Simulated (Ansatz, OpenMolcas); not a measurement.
**Heat of formation of HF (hydrogen fluoride) from total energies**

The species is HF (2 atoms), meant as a singlet with charge 0. SMILES: `F`. The coordinates come from a PBE0-D4/def2-TZVP relaxation.

```xyz
2

F    -0.3900    0.1446   -0.1964
H     0.3900   -0.1446    0.1964
```

Total energies at PBE/cc-pVTZ (OpenMolcas 26.06); the atoms run unrestricted:

```tsv
species	state	energy (Eh)
HF	singlet	-100.383708
F	doublet	-99.661348
H	doublet	-0.499619
```

Harmonic wavenumbers at PBE0-D4/def2-TZVP, in cm⁻¹: 4154.

Measured heats of formation of the gaseous atoms at 298.15 K, in kJ/mol: F 79.4, H 218.0. Spin-orbit lowering of the atoms at 298 K (mean of the ground term's levels less their thermal mean, from spectra), in kJ/mol: F 1.29. Take 1 Eh = 2625.50 kJ/mol, 1 cm⁻¹ = 0.0119627 kJ/mol, RT = 2.479 kJ/mol.

Q: Work out the heat of formation of the gas at 298 K.

A: 
1. Electronic atomisation energy: (-99.661348) + (-0.499619) − (-100.383708) = 0.222741 Eh = 584.8 kJ/mol.
2. Zero-point energy: half the sum of the wavenumbers, 2077 cm⁻¹ = 24.8 kJ/mol.
3. Thermal vibrational enthalpy, Σ hcν̃/(exp(hcν̃/kT) − 1): 0.0 kJ/mol. Translation, rotation and pV of a linear molecule: 3.5 RT = 8.7 kJ/mol.
4. The 2 free atoms carry 5/2 RT each: 12.4 kJ/mol.
5. Spin-orbit coupling lowers the free atoms by 1.29 = 1.3 kJ/mol.
6. Atomisation enthalpy at 298 K: 584.8 − 1.3 − 24.8 − 0.0 − 8.7 + 12.4 = 562.4 kJ/mol.
7. Sum of the atoms' heats of formation: 297.4 kJ/mol. Heat of formation: 297.4 − 562.4 = -265.0 kJ/mol.

The tabulated value is -272.7 kJ/mol (Active Thermochemical Tables), so this level is off by +7.7 kJ/mol, or 1.4 % of the atomisation enthalpy. Anharmonicity and any spin-orbit splitting of the molecule are left out.
